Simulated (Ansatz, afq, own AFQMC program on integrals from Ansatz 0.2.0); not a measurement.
# AlBH, doublet in 6-31G, levels against full CI

```yaml
atoms:
  - { symbol: B, position_ang: [0.0000, -0.1068, 1.2359] }
  - { symbol: Al, position_ang: [0.0000, 0.0845, -0.4392] }
  - { symbol: H, position_ang: [0.0000, -1.1150, -1.5000] }
```

Connectivity, by distances: B–AlH.

Basis 6-31G. Only valence electrons are correlated. Ansatz 0.2.0 and our own AFQMC program on the same integrals; the CISD trial comes from CCSD amplitudes, and released means the phaseless constraint is let go. Error bars are statistical, one sigma.

Determinant: ROHF, the one that the program's search chose, which needn't be the lowest solution. The geometry is a point of a scan.

Full CI is exact in this basis; its frozen core comes from its own orbitals, which moves totals by up to a few meV.

Cautions: a spin-contaminated unrestricted determinant lies lower (UHF 1.33 eV lower, ⟨S²⟩ 1.70); the search met a lower determinant of the same kind, perhaps of another symmetry (153 meV lower), and this one is a saddle point; strong correlation (T1 0.062, weight of the determinant 0.78, largest double 0.26); the released energies are still falling, so no released level is given (meV from the phaseless value at times in 1/Eh: -6 ± 4 at 0.24, -12 ± 3 at 0.51, -22 ± 3 at 0.99, -31 ± 3 at 1.62, -39 ± 9 at 2.40); CCSDTQ on the UHF determinant differs (386 meV lower), perhaps since the unrestricted series falls towards higher spin; full CI with its own frozen core; a state of higher spin lies lower (by 389 meV).

* T1 diagnostic: 0.0622
* weight of the determinant in the CISD state: 0.778
* size of the correlated space: 7 electrons in 18 orbitals

```csv
level,correlation energy (eV)
MP2,-2.2992
CCSD,-3.2686
CCSD(T),-3.4306
```

Problem. Estimate where full CI lies against CCSD(T) in the same basis.

Solution. 5.1 kJ/mol below CCSD(T).

Reference: full CI, correlation energy -3.483 eV. CCSDTQ lies 1.2 meV above full CI, in part by the other frozen core, which shifts every row alike, so rows that close can't be ranked against it.

| level | E − E(reference) (kJ/mol) | share of correlation (%) |
| --- | --- | --- |
| CCSD(T) | 5.1 | 98.48 |
| CCSDT | 1.5 | 99.55 |
| CCSDT(Q) | 0.3 | 99.92 |
| CCSDTQ | 0.1 | 99.97 |
| ph-AFQMC/CISD | 6.3 ± 0.4 | 98.14 |

CCSDT and higher add their correlation energy to the determinant of the CCSD(T) run, since their own runs factorise the integrals more tightly (a shift of under 2 meV). A walk keeps the symmetry of its determinant, which the program's search chose and which needn't be the lowest solution, so a lower state of the same spin and another symmetry isn't excluded.
